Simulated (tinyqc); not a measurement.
Inside a calculation. Method: UHF in the sto-3g basis, for H2O, spin multiplicity 1. One step of it, computed by the program tinyqc.

Task: Iteration 2: DIIS coefficients. Solve [B -1; -1 0][c; lambda] = [0; -1] for the coefficients, which sum to one.

B (overlaps of the stored error matrices):
```
               1              2
1  5.1138852e-01  2.2220830e-01
2  2.2220830e-01  1.4092213e-01
```

Give: DIIS coefficients.

Result:

DIIS coefficients: -0.391  1.391
